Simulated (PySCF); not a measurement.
System (SMILES): O (H2O).
Geometry (B3LYP-D3(BJ)/def2-TZVP, fixed):
```xyz
3

O      0.0070     0.0013     0.1167
H     -0.0500     0.7593    -0.4742
H     -0.0062    -0.7700    -0.4592
```

Basis-set convergence of the mean static polarisability at PBE with PySCF. All functions are spherical. Density fitting with generated auxiliary sets. No added dispersion term, no relativity. Reference: the value in d-aug-cc-pVTZ, 10.67 bohr³, itself unsure by roughly 0.8 % (its mean distance from aug-pcseg-3, aug-cc-pVQZ, aug-pcseg-2). Deviations are taken from unrounded values.

| basis | functions | mean static polarisability (bohr³) | minus reference (%) |
|---|---|---|---|
| 6-31G** | 24 | 5.31 | -50.3 |
| 6-311G** | 30 | 6.04 | -43.4 |
| 6-311+G** | 34 | 7.59 | -28.9 |
| Sadlej pVTZ | 42 | 10.55 | -1.1 |
| 6-311++G(2d,2p) | 47 | 8.75 | -18.0 |
| 6-311++G(3df,3pd) | 75 | 9.74 | -8.8 |

Of the sets listed that have larger relatives (same family, alike in diffuse functions), none stays within 5 % of the reference together with them. Inside, with no larger relative to test it: Sadlej pVTZ.
